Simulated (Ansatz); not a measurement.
Relaxation of C₂H₃N₂ (7 atoms, charge 0, multiplicity 2), to a largest force component of 0.02 eV/Å in at most 40 steps.

All numbers below come from UHF/def2-SVP in Ansatz 0.2.0.

```xyz
7
Properties=species:S:1:pos:R:3:forces:R:3
N -1.014 0.854 -0.852 -1.17 1.66 -0.95
C -0.508 -0.043 -0.168 2.70 -0.23 0.82
N -0.337 -1.045 0.601 -1.06 -1.18 0.71
C 0.854 -0.267 0.563 -0.50 0.82 -0.72
H -1.788 0.727 -1.480 0.01 -0.65 -0.01
H 1.125 0.312 1.438 0.13 -0.38 0.34
H 1.669 -0.538 -0.101 -0.11 -0.02 -0.17
```

**Question.** Where does it end, and by what steps?

**Answer.** The forces met the threshold. After 10 steps the energy has fallen by 0.984 eV; H5 moved furthest, 0.37 Å.

| step | energy less start (eV) | largest force component (eV/Å) | accepted |
| --- | --- | --- | --- |
| 0 | 0.0000 | 2.703 | yes |
| 1 | -0.1892 | 2.572 | yes |
| 2 | -0.4241 | 2.045 | yes |
| 3 | -0.4034 | 3.920 | no |
| 4 | -0.7043 | 1.168 | yes |
| 5 | -0.8647 | 0.971 | yes |
| 6 | -0.9126 | 1.656 | yes |
| 7 | -0.9809 | 0.408 | yes |
| 8 | -0.9837 | 0.141 | yes |
| 9 | -0.9840 | 0.066 | yes |
| 10 | -0.9843 | 0.013 | yes |

```xyz
7
Properties=species:S:1:pos:R:3
N -0.994 0.935 -1.001
C -0.322 0.141 -0.231
N -0.405 -1.013 0.393
C 0.854 -0.201 0.514
H -1.901 0.524 -1.188
H 1.040 0.230 1.492
H 1.727 -0.616 0.020
```

Whether the end is a true minimum wasn't checked by a vibrational analysis.

The run took 15 s on 2 threads of Arm Neoverse N1, on a shared host, peak memory 0.14 GiB.
